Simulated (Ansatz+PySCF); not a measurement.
The numbers below are computed, except where a source is named.
Input for Ansatz (development build ahead of 0.2.0):

```yaml
crystal:
  periodic: [false, false, false]
  atoms:
    - { symbol: H, position_ang: [0.0, 0.5813, -0.91713] }
    - { symbol: O, position_ang: [0.0, -0.39422, -0.9026] }
    - { symbol: O, position_ang: [0.0, -0.62609, 0.58359] }
    - { symbol: O, position_ang: [0.0, 0.43901, 1.23614] }
basis:
  gaussian: { orbitals: cc-pVTZ }
magnetization:
  spin_polarized: true
  initial_magnetization: 1
hamiltonian:
  xc: hf
correlation:
  method: mp2
  frozen_orbitals: { H: 0, O: 1 }
output:
  forces: true
```

The input is written out in the form of the current development build from the run's settings.

Results

```yaml
Converged: yes
Reference_energy: -225.02719 hartree
Correlation_energy: -0.68126 hartree
Total_energy: -225.70845 hartree
Spin_squared_of_the_determinant: 0.947
Stability_test: minimum
Occupied_orbitals_by_symmetry_in_an_Abelian_subgroup_alpha;_beta: 10 A' 3 A''; 10 A' 2 A''
```

Forces (eV/Å):
```
atom     Fx      Fy      Fz
  H1  0.000  -0.174   0.194
  O2  0.000  -0.936   8.482
  O3  0.000   1.166  -8.126
  O4  0.000  -0.056  -0.550
```

Caution: the unrestricted determinant is spin contaminated; forces differ strongly between restricted and unrestricted references; MP2 forces lie far from those of the mean fields.
